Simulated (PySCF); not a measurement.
## Stationary points of Al(OH)₂

Level of theory: PBE0 in PySCF with Al def2-TZVP, O def2-TZVP, H def2-TZVP; no relativity; density-fitted integrals.

Relaxations began from a few typed shapes; open shells are unrestricted. The search is not exhaustive: other isomers or separated fragments can lie lower, and high-lying points may rest on an excited occupation.

| spin | group | bonds | angles | imaginary modes (cm⁻¹) | ΔE (kJ/mol) | ΔE with ZPE (kJ/mol) |
| --- | --- | --- | --- | --- | --- | --- |
| doublet | Cs | Al–O 1.696 Å, Al–O 1.703 Å, O–H 0.957 Å (×2) | Al–O–H 122.6°, Al–O–H 123.0°, O–Al–O 119.1° | none | 0.0 | 0.0 |
| doublet | C2v | Al–O 1.699 Å (×2), O–H 0.957 Å (×2) | Al–O–H 125.9° (×2), O–Al–O 125.2° | none | 7.0 | 5.6 |
| doublet | C2h | Al–O 1.697 Å (×2), O–H 0.959 Å (×2) | Al–O–H 129.4° (×2), O–Al–O 180.0° | 380i, 300i, 66i | 77.2 | – |

The lowest minimum found is the doublet Cs: Al–O 1.696 Å, Al–O 1.703 Å, O–H 0.957 Å (×2); Al–O–H 122.6°, Al–O–H 123.0°, O–Al–O 119.1°.
